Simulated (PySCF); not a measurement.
## Protonation sites of methylenimine

Molecule: methylenimine, `C=N` (CH3N). Atom numbers as in the mapped SMILES `[CH2:1]=[NH:2]`.

Energies: ωB97X-D3(BJ)/def2-TZVP (PySCF, density fitting, integration grid level 2) on PBE0-D3(BJ)/def2-SVP structures. Thermal corrections: PBE0-D3(BJ)/def2-SVP frequencies, unscaled, ideal gas at 298.15 K and 1 bar, quasi-RRHO entropy.

```
               site   product  PA / kcal/mol  GB / kcal/mol
N2 (imine nitrogen)  C=[NH2+]          210.3          202.4
```

PA is −ΔH and GB is −ΔG of B + H⁺ → BH⁺ in the gas phase. Sites whose products fell apart, merged with another or lost in a GFN2-xTB screen aren't listed.

Proton affinity (−ΔH), Gas-phase basicity (−ΔG): the gap is larger than usual, and may come from another state, site, conformer or species, from the functional or basis, or from an outlying measurement.

Measured values (NIST Chemistry WebBook, evaluated or the median of agreeing entries): proton affinity (−ΔH) 853 kJ/mol (computed 880, difference 27); gas-phase basicity (−ΔG) 819 kJ/mol (computed 847, difference 28).
